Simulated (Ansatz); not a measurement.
# What a trial cell of Ba relaxes into

The calculation used Ansatz, DFT PBEsol, scalar-relativistic, plane waves, PAW. Cutoff 420 eV, Γ-centred k mesh, Gaussian smearing, no spin polarisation in the final step.

Ba was placed on the lonsdaleite structure type (P6_3/mmc, No. 194), at a guessed volume.

```yaml
crystal:
  lattice:
    - [5.69909, 0.00000, 0.00000]
    - [-2.84955, 4.93556, 0.00000]
    - [0.00000, 0.00000, 9.40350]
  atoms:
    - { symbol: Ba, position: [0.33333, 0.66667, 0.43750] }
    - { symbol: Ba, position: [0.66667, 0.33333, 0.93750] }
    - { symbol: Ba, position: [0.66667, 0.33333, 0.56250] }
    - { symbol: Ba, position: [0.33333, 0.66667, 0.06250] }
```

Cell and atoms relax at zero pressure; the relaxation can't lower the symmetry of the start.

Energies count from the standard state of Ba at the same level.

**Question.** Which crystal results?

**Answer.** It keeps P6_3/mmc (No. 194), but not the shape of the type it started on. Conventional cell: a = 4.222 Å, c = 14.969 Å. Ba has 1 Ba at 3.85 Å and 9 Ba at 4.22–4.38 Å.

Space group P6_3/mmc (No. 194). a = 4.222 Å, b = 4.222 Å, c = 14.969 Å, α = 90.00°, β = 90.00°, γ = 120.00°
```tsv
atom	site	symmetry	x	y	z
Ba	4f	3m.	0.3333	0.6667	0.3785
```

**Question.** What are its volume, energy, density and gap?

**Answer.** The volume per atom is 57.76 Å³ and the density is 3.95 g/cm³. The energy over the standard structure is 0.10 eV/atom and the gap on the 12×12×4 mesh is 0 eV (a metal).

The final run used a 12×12×4 mesh on its 4-atom cell and 0.10 eV smearing. The k mesh leaves about 4 meV/atom of noise in metals. A structure relaxed within its symmetry needn't be a true minimum.